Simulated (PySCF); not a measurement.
H6Si2.

```xyz
8

Si     0.0000     0.0000    -1.1718
Si     0.0000     0.0000     1.1718
H     -1.2043    -0.6953    -1.6881
H      1.2043    -0.6953    -1.6881
H      0.0000     1.3906    -1.6881
H     -1.2043     0.6953     1.6881
H      1.2043     0.6953     1.6881
H      0.0000    -1.3906     1.6881
```

Coordinates come from a TPSSh-D3(BJ)/def2-TZVP optimisation.

Method: PBE/pcSseg-2 (PySCF). Non-relativistic, no solvent.

Computed absolute GIAO shielding of each atom: isotropic value and principal components (ppm):
```csv
atom,σ(iso),σ11,σ22,σ33,span
Si1,443.0,440.8,440.8,447.3,6.4
Si2,443.0,440.8,440.8,447.3,6.4
H3,27.7,24.9,25.5,32.7,7.8
H4,27.7,24.9,25.5,32.7,7.8
H5,27.7,24.9,25.5,32.7,7.8
H6,27.7,24.9,25.5,32.7,7.8
H7,27.7,24.9,25.5,32.7,7.8
H8,27.7,24.9,25.5,32.7,7.8
```
